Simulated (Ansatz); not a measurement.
Hexagonal BN was calculated with PBE-D4 in Ansatz (PAW).

Rigid layers of the crystal as relaxed at this level are moved apart or together:

| run | k mesh | layer repeat (Å) | energy against free layers (meV/Å²) | gap on the mesh (eV) |
|---|---|---|---|---|
| 1 | 18×18×6 | 3.03 | -17.08 | 4.090 |
| 2 | 18×18×6 | 3.18 | -19.37 | 4.168 |
| 3 | 18×18×6 | 3.33 | -19.64 | 4.244 |
| 4 | 18×18×6 | 3.53 | -18.26 | 4.366 |
| 5 | 18×18×6 | 3.83 | -14.83 | 4.490 |
| 6 | 18×18×4 | 4.33 | -9.32 | 4.325 |
| 7 | 18×18×4 | 5.33 | -3.24 | 4.107 |
| 8 | 18×18×4 | 7.33 | -0.41 | 4.280 |

The lowest energy of these points lies at a layer repeat of 3.33 Å.

Ansatz is a program for electronic structure.
